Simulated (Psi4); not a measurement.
# doublet [F2]+: levels of theory compared

Aim: a comparison of 3 runs (UM06-2X/cc-pVTZ, UCCSD/cc-pVTZ, UCCSD(T)/cc-pVTZ) of doublet [F2]+. 

The results are computed with Psi4 1.11.

4 further runs of the same task are left out: 4 that didn't finish.

## (1) Starting point

[F2]+ has 2 atoms, charge +1, and is taken as a doublet. As SMILES of the parent species, `FF`. Geometry: relaxed at PBE0-D4/def2-TZVP. That shape belongs to the parent species and isn't relaxed for this state.

Bond lengths: F1–F2 1.376 Å.

## (2) A single-point energy at UM06-2X/cc-pVTZ (run 1)

Contents of f2.inp:

```
memory 1600 MB

molecule geom {
  1 2
  F     -0.583900     0.212400    -0.295000
  F      0.583900    -0.212400     0.295000
  units angstrom
  symmetry c1
  no_reorient
  no_com
}

set basis cc-pVTZ
set reference uks
set puream true
set e_convergence 1e-09
set d_convergence 1e-08
set scf_type pk
set dft_radial_points 99
set dft_spherical_points 590
set maxiter 100

result, w = energy("m06-2x", return_wfn=True)
oeprop(w, "MAYER_INDICES", "WIBERG_LOWDIN_INDICES", "LOWDIN_CHARGES")
```

Started as:

```
$ psi4 -i f2.inp -o f2.out -n 1
```

f2.out:

```text
[...]
  Running in c1 symmetry.
[...]
  Nuclear repulsion =   31.159450748216873
[...]
  Multiplicity = 2
[...]
  Nalpha       = 9
  Nbeta        = 8
[...]
    Number of basis functions: 60
[...]
   @UKS iter   1:  -198.82030743176733    3.23766e-01   9.16811e-03 ADIIS/DIIS
[...]
   @UKS iter   9:  -198.91957860771228   -4.88853e-12   5.08248e-09 DIIS
[...]
   @S^2 Observed:                7.547680100E-01
[...]
  @UKS Final Energy:  -198.91957860771228
   => Energetics <=
    Nuclear Repulsion Energy =             31.1594507482168730
    One-Electron Energy =                -331.1258398356005159
    Two-Electron Energy =                 110.7229626351239347
    DFT Exchange-Correlation Energy =      -9.6761521554526038
    Empirical Dispersion Energy =           0.0000000000000000
    VV10 Nonlocal Energy =                  0.0000000000000000
    Total Energy =                       -198.9195786077122818
[...]
 Multipole Moments:
 ------------------------------------------------------------------------------------
     Multipole            Electronic (a.u.)      Nuclear  (a.u.)        Total (a.u.)
 ------------------------------------------------------------------------------------
 L = 1.  Multiply by 2.5417464519 to convert [e a0] to [Debye]
 Dipole X            :         -0.0000000            0.0000000           -0.0000000
 Dipole Y            :          0.0000000            0.0000000            0.0000000
 Dipole Z            :         -0.0000000            0.0000000           -0.0000000
 Magnitude           :                                                    0.0000000
[...]
```

Run time: 15 s. Hardware: 1 thread of Intel Xeon Platinum 8259CL at 2.50GHz (Skylake/Cascade Lake), shared host; peak memory 0.71 GiB.

## (3) The energy at UCCSD/cc-pVTZ (run 2)

Contents of calc.py:

```python
import psi4

psi4.set_memory('1600 MB')
psi4.set_num_threads(1)
psi4.core.set_output_file('run.log', False)

m = psi4.geometry("""
1 2
F
F 1 1.375613
symmetry c1
no_reorient
no_com
""")

psi4.set_options({
    'basis': 'cc-pVTZ',
    'reference': 'uhf',
    'puream': True,
    'e_convergence': 1e-09,
    'd_convergence': 1e-08,
    'scf_type': 'pk',
    'num_frozen_docc': 2,
    'maxiter': 100,
})

energy_value = psi4.energy('ccsd')
print(f'total energy {energy_value:.8f} hartree = {energy_value * 27.211386:.5f} eV')
```

Started as:

```
$ python calc.py
```

run.log:

```text
[...]
  Running in c1 symmetry.
[...]
  Nuclear repulsion =   31.159456957930765
[...]
  Multiplicity = 2
[...]
  Nalpha       = 9
  Nbeta        = 8
[...]
    Number of basis functions: 60
[...]
   @UHF iter   1:  -198.04087349871202    1.41990e-01   1.01952e-02 ADIIS/DIIS
[...]
   @UHF iter  11:  -198.16961926248217   -2.27374e-13   1.40252e-09 DIIS
[...]
   @S^2 Observed:                7.684704709E-01
[...]
  @UHF Final Energy:  -198.16961926248217
   => Energetics <=
    Nuclear Repulsion Energy =             31.1594569579307645
    One-Electron Energy =                -330.9971799889469821
    Two-Electron Energy =                 101.6681037685340243
    Total Energy =                       -198.1696192624821720
  UHF NO Occupations:
  HONO-2 :    7  A 1.9992479
  HONO-1 :    8  A 1.9921002
[...]
 Multipole Moments:
 ------------------------------------------------------------------------------------
     Multipole            Electronic (a.u.)      Nuclear  (a.u.)        Total (a.u.)
 ------------------------------------------------------------------------------------
 L = 1.  Multiply by 2.5417464519 to convert [e a0] to [Debye]
 Dipole X            :          0.0000000            0.0000000            0.0000000
 Dipole Y            :         -0.0000000            0.0000000           -0.0000000
 Dipole Z            :          0.0000000           -0.0000000            0.0000000
 Magnitude           :                                                    0.0000000
[...]
      * MP2 total energy                      = -198.714964128537275
[...]
      * CCSD total energy                     = -198.699485957450037
```

The script printed:

```text
total energy -198.69948596 hartree = -5406.88841 eV
```

Wall time 22 s (1 thread of Intel Xeon Platinum 8259CL at 2.50GHz (Skylake/Cascade Lake), shared host); peak memory 0.34 GiB.

## (4) The energy at UCCSD(T)/cc-pVTZ (run 3)

Contents of input.json:

```json
{
 "schema_name": "qcschema_input",
 "schema_version": 1,
 "molecule": {
  "schema_name": "qcschema_molecule",
  "schema_version": 2,
  "symbols": ["F", "F"],
  "geometry": [-1.10341108, 0.40137783, -0.55746921, 1.10341108, -0.40137783, 0.55746921],
  "molecular_charge": 1,
  "molecular_multiplicity": 2,
  "fix_symmetry": "c1"
 },
 "driver": "energy",
 "model": {
  "method": "ccsd(t)",
  "basis": "cc-pVTZ"
 },
 "keywords": {
  "reference": "uhf",
  "puream": true,
  "e_convergence": 1e-09,
  "d_convergence": 1e-08,
  "scf_type": "pk",
  "num_frozen_docc": 2,
  "maxiter": 100
 }
}
```

Started as:

```
$ psi4 --qcschema input.json -n 1 --memory 1600MB
```

stdout:

```text
[...]
  Running in c1 symmetry.
[...]
  Nuclear repulsion =   31.159450805153512
[...]
  Multiplicity = 2
[...]
  Nalpha       = 9
  Nbeta        = 8
[...]
    Number of basis functions: 60
[...]
   @UHF iter   1:  -198.04087343614825    1.41990e-01   1.01952e-02 ADIIS/DIIS
[...]
   @UHF iter  11:  -198.16961917662880   -3.97904e-13   1.40252e-09 DIIS
[...]
   @S^2 Observed:                7.684704747E-01
[...]
  @UHF Final Energy:  -198.16961917662880
   => Energetics <=
    Nuclear Repulsion Energy =             31.1594508051535115
    One-Electron Energy =                -330.9971682479305741
    Two-Electron Energy =                 101.6680982661482346
    Total Energy =                       -198.1696191766287996
  UHF NO Occupations:
  HONO-2 :    7  A 1.9992479
  HONO-1 :    8  A 1.9921002
[...]
 Multipole Moments:
 ------------------------------------------------------------------------------------
     Multipole            Electronic (a.u.)      Nuclear  (a.u.)        Total (a.u.)
 ------------------------------------------------------------------------------------
 L = 1.  Multiply by 2.5417464519 to convert [e a0] to [Debye]
 Dipole X            :          0.0000000            0.0000000            0.0000000
 Dipole Y            :         -0.0000000            0.0000000           -0.0000000
 Dipole Z            :         -0.0000000            0.0000000           -0.0000000
 Magnitude           :                                                    0.0000000
[...]
      * MP2 total energy                      = -198.714964122726485
[...]
      * CCSD total energy                     = -198.699485923042715
[...]
      * CCSD(T) total energy                     = -198.723916306067991
[...]
```

The result, in JSON:

```text
{
 "driver": "energy",
 "model": {
  "method": "ccsd(t)",
  "basis": "cc-pVTZ"
 },
 "success": true,
 "return_result": -198.723916306068,
 "properties": {
  "calcinfo_nbasis": 60,
  "calcinfo_nmo": 60,
  "calcinfo_nalpha": 9,
  "calcinfo_nbeta": 8,
  "calcinfo_natom": 2,
  "nuclear_repulsion_energy": 31.15945080515351,
  "return_energy": -198.723916306068,
  "scf_one_electron_energy": -330.9971682479306,
  "scf_two_electron_energy": 101.66809826614823,
  "scf_dipole_moment": [8.69720961915732e-12, -1.8224614800707492e-16, -7.167908581560842e-16],
  "scf_total_energy": -198.1696191766288,
  "scf_iterations": 11,
  "mp2_same_spin_correlation_energy": -0.14725455069095594,
  "mp2_opposite_spin_correlation_energy": -0.39809039540676067,
  "mp2_singles_energy": -1.6684266278446784e-28,
  "mp2_doubles_energy": -0.5453449460977167,
  "mp2_correlation_energy": -0.5453449460977167,
  "mp2_total_energy": -198.71496412272649,
  "ccsd_same_spin_correlation_energy": -0.12296566148276378,
  "ccsd_opposite_spin_correlation_energy": -0.4069010849311935,
  "ccsd_singles_energy": 4.270210942972519e-17,
  "ccsd_doubles_energy": -0.5298667464139573,
  "ccsd_correlation_energy": -0.5298667464139573,
  "ccsd_total_energy": -198.69948592304272,
  "ccsd_iterations": 19,
  "ccsd_prt_pr_correlation_energy": -0.554297129439215,
  "ccsd_prt_pr_total_energy": -198.723916306068
 }
}
```

Run time: 31 s. Hardware: 1 thread of Intel Xeon Platinum 8259CL at 2.50GHz (Skylake/Cascade Lake), shared host; peak memory 0.34 GiB.

## (5) All runs side by side

| run | level | frozen core orbitals | integration grid | energy (Eh) | HOMO energy (eV) | LUMO energy (eV) | ⟨S²⟩ | wall time |
| --- | --- | --- | --- | --- | --- | --- | --- | --- |
| 1 | UM06-2X/cc-pVTZ | 0 | 99 radial × 590 angular | -198.919579 | -26.82 | -18.67 | 0.755 | 15 s |
| 2 | UCCSD/cc-pVTZ | 2 | – | -198.699486 | -28.66 | -14.22 | 0.768 | 22 s |
| 3 | UCCSD(T)/cc-pVTZ | 2 | – | -198.723916 | -28.66 | -14.22 | 0.768 | 31 s |

## (6) What came out

| quantity | value |
| --- | --- |
| run 3: total energy | -198.72392 Eh |
| run 3: HOMO energy (Hartree–Fock orbitals) (highest over α and β) | -28.66 eV |
| run 3: LUMO energy (Hartree–Fock orbitals) (lowest over α and β) | -14.22 eV |
| run 3: correlation energy (2 core orbitals frozen) | -554.3 mEh |
| run 3: (T) correction | -24.43 mEh |
| run 3: ⟨S²⟩ of the reference determinant | 0.768 |
| run 3: T1 diagnostic | 0.022 |

All runs together took 68 s, the longest 31 s.
